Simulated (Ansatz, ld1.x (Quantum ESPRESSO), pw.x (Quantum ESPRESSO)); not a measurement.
pw.x on sc Si: one setting changed

Potential: PAW, ld1.x (Quantum ESPRESSO) 7.5, LDA (PW92); core [Ne], reference 3s2 3p2; waves: 3s (bound): rcut 1.90, rcutus 2.20 bohr; 3s channel at -0.15 Ry: rcut 1.90, rcutus 2.20 bohr; 3p (bound): rcut 1.85, rcutus 2.45 bohr; 3p channel at 0.65 Ry: rcut 1.85, rcutus 2.45 bohr; 3d channel at 0.05 Ry: rcut 2.00, rcutus 2.45 bohr; local part: all-electron potential smoothed inside 2.10 bohr (lloc = -2); core correction: a·sin(br)/r model core inside 1.90 bohr; augmentation: PSQ, inside the norm-conserving radii.

The reference run (k-mesh 13³, cutoffs 40/320 Ry, Fermi–Dirac 0.01 Ry, mixing_beta 0.4, conv_thr 1e-9, no spin) gives 0.59 GPa at 15.704 Å³/atom, where all-electron LAPW gives 0.11 GPa. This run, with its own iteration cap, changes smearing to mv.

```
&control
  calculation='scf', prefix='x', pseudo_dir='./', outdir='./tmp', tstress=.true., disk_io='none'
/
&system
  ibrav=0, nat=1, ntyp=1, ecutwfc=40, ecutrho=320, nbnd=9,
  occupations='smearing', smearing='mv', degauss=0.01
/
&electrons
  conv_thr=1e-09, mixing_beta=0.4, electron_maxstep=60
/
ATOMIC_SPECIES
Si 1.0 Si.UPF
CELL_PARAMETERS angstrom
  2.50420625 0.00000000 0.00000000
  0.00000000 2.50420625 0.00000000
  0.00000000 0.00000000 2.50420625
ATOMIC_POSITIONS crystal
Si 0.0000 0.0000 0.0000
K_POINTS automatic
13 13 13 0 0 0
```

```bash
pw.x < Si.scf.in > Si.scf.out
```

Problem. How does the run end?

Solution. It converges in 5 iterations; the free energy moves by +12.6 meV/atom and the pressure by +0.04 GPa. This scheme is built to cancel the term in the square of the width that Fermi–Dirac smearing leaves in the F of a metal.

```
Message from routine setup:
     using ibrav=0 with symmetry is DISCOURAGED, use correct ibrav instead
     lattice parameter (alat)  =       4.7323  a.u.
     unit-cell volume          =     105.9758 (a.u.)^3
     number of electrons       =         4.00
     number of Kohn-Sham states=            9
     kinetic-energy cutoff     =      40.0000  Ry
     charge density cutoff     =     320.0000  Ry
     scf convergence threshold =      1.0E-09
     Exchange-correlation= SLA  PW   NOGX NOGC
     number of k points=    84  Marzari-Vanderbilt smearing, width (Ry)=  0.0100
     iteration #  1     ecut=    40.00 Ry     beta= 0.40
     total energy              =     -44.62513781 Ry
     estimated scf accuracy    <       0.00331775 Ry
     iteration #  2     ecut=    40.00 Ry     beta= 0.40
     total energy              =     -44.62509205 Ry
     estimated scf accuracy    <       0.00120401 Ry
     iteration #  3     ecut=    40.00 Ry     beta= 0.40
     total energy              =     -44.62509865 Ry
     estimated scf accuracy    <       0.00000135 Ry
     iteration #  4     ecut=    40.00 Ry     beta= 0.40
     total energy              =     -44.62509879 Ry
     estimated scf accuracy    <          7.9E-09 Ry
     iteration #  5     ecut=    40.00 Ry     beta= 0.40
     the Fermi energy is     9.0360 ev
!    total energy              =     -44.62509880 Ry
     estimated scf accuracy    <          5.6E-10 Ry
     smearing contrib. (-TS)   =       0.00005625 Ry
     convergence has been achieved in   5 iterations
          total   stress  (Ry/bohr**3)                   (kbar)     P=        6.32
     Message from routine punch:
     Nothing written, as per user request (disk_io='none')
```

The run took about 3 s on one core of a shared server CPU.
